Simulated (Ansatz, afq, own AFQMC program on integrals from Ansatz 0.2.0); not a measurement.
Integrals from Ansatz 0.2.0, then the random walk in our own AFQMC program (afq).

```yaml
crystal:
  periodic: [false, false, false]
  atoms:
    - {symbol: P, position_ang: [0.000000, 0.000000, 0.000000]}
basis:
  gaussian: {orbitals: 6-31G}
total_charge: 1
magnetization: {spin_polarized: true, initial_magnetization: 4}
correlation: {method: ccsd_t, electrons: outside_noble_gas, hamiltonian_folder: ham}
```

```sh
$ ansatz run in.yaml --threads 1 --pin off --events-out ev --progress --plain --max-ram 16896MiB --backend cuda --devices 0, --max-vram 18GiB
```

Options of the walk:

```
--method free --trial cisd --walkers 50 --time-step 0.05 --max-blocks 30 --target-error 0.00048 --factor-cut 1e-05 --seed 434 --times 0.0,0.5,1.0,2.0,3.0,4.0 --taylor-order 8
```

Times are imaginary, in 1/Eh. The walk had a cap of 60 s.

```
orbitals 8  electrons 4 0  factors 29 of 59
reference energy -340.18203416 Eh
CCSD correlation -0.00277209 Eh in 4 cycles, weight of the determinant in the CISD state 0.9980
repeat  energy at the last time / Eh  error
    10  -340.184830  0.000006
    20  -340.184827  0.000005
    30  -340.184826  0.000003
time / (1/Eh)  energy / Eh  error  mean overlap
  0.00  -340.184806  0.000000  1.0020
  0.50  -340.184821  0.000001  1.0018
  1.00  -340.184822  0.000002  1.0040
  2.00  -340.184829  0.000003  0.9995
  3.00  -340.184834  0.000004  0.9998
  4.00  -340.184826  0.000003  1.0039
energy -340.184826 +/- 0.000003 Eh
```

Task: Estimate how long the walk took on 1 × NVIDIA H100 80GB HBM3 with 2 threads of AMD EPYC 7R13 Processor (Zen 3) (shared host) (the card was shared).

Result: 2.9 s of wall time.

The run passed its tests (error under three times the target), which doesn't prove that it has relaxed.

Against this walk (error 0.1 meV) on the same determinant: CCSD(T) 0.1 meV higher (within the noise), CCSDT(Q) 0.1 meV lower (within the noise), full CI 0.1 meV lower (within the noise). The error is statistical, and a free projection of finite length keeps a remainder of its start. The last points scatter (meV from the last: 0.13 ± 0.04 at 0.50, 0.09 ± 0.05 at 1.00, -0.10 ± 0.09 at 2.00, -0.23 ± 0.10 at 3.00, 0.00 ± 0.09 at 4.00); the last is the one printed as the energy, and the gaps above move with that scatter.

Cautions: remainder of the start not in the error; another spin lies lower (by 4.26 eV); the time-step error isn't removed.

CCSDT and higher add their correlation energy to the determinant of the CCSD(T) run, since their own runs factorise the integrals more tightly (a shift of under 2 meV). A walk keeps the symmetry of its determinant, which the program's search chose and which needn't be the lowest solution, so a lower state of the same spin and another symmetry isn't excluded.
